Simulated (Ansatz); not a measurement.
**BCl2 (doublet): wave-function methods side by side, def2-QZVPP**

One table from this session's results is given with a row withheld; the runs are named, their logs left out.

Method: def2-QZVPP, core rule «outside noble gas», up to 11 orbitals frozen; program: Ansatz 0.2.0, Gaussian basis.

To be run: UHF; ROHF; CCSD(T) on UHF.

4 further runs of the same task are left out: 4 set aside as unsound or not needed.

**What is computed**

The geometry is a PBE0/def2-TZVP stationary point (not a proven minimum).

3 atoms, charge 0, spin multiplicity 2.

Atoms are counted from 1 here; the program's logs count them from 0.

Bond lengths: B1–Cl2 1.720 Å, B1–Cl3 1.720 Å. Angles: Cl2–B1–Cl3 125.4°.

Set-up of the first run:

in.yaml

```yaml
crystal:
  periodic: [false, false, false]
  atoms:
    - {symbol: B, position_ang: [0.000000, -0.684100, 0.000000]}
    - {symbol: Cl, position_ang: [0.000000, 0.104304, -1.528646]}
    - {symbol: Cl, position_ang: [0.000000, 0.104304, 1.528646]}
basis:
  gaussian: {orbitals: "def2-QZVPP.json"}
magnetization: {spin_polarized: true, initial_magnetization: 1}
hamiltonian: {xc: hf}
output: {orbitals: {seedname: orbitals}}
```

On the command line:

```console
ansatz run in.yaml --threads 1 --pin off --events-out ev --progress --plain --max-ram 2393MiB
```

Among the steps run: UHF; ROHF; CCSD(T) on UHF.

One table of the session follows, with a row left open; its other results are not shown here.

It belongs to the step «Misses and costs». 

| method | from UCCSD(T) (meV) |
| --- | --- |
| ROHF | +14980.0 |
| UHF | +14931.5 |
| UMP2 | ? |
| UCCSD | +711.9 |
| UCCSD(T) | 0 |

**Question.** Estimate the row for UMP2.

**Answer.** from UCCSD(T) (meV): +1572.3. In the column «from UCCSD(T) (meV)» it lies between UCCSD (+711.9) and UHF (+14931.5).
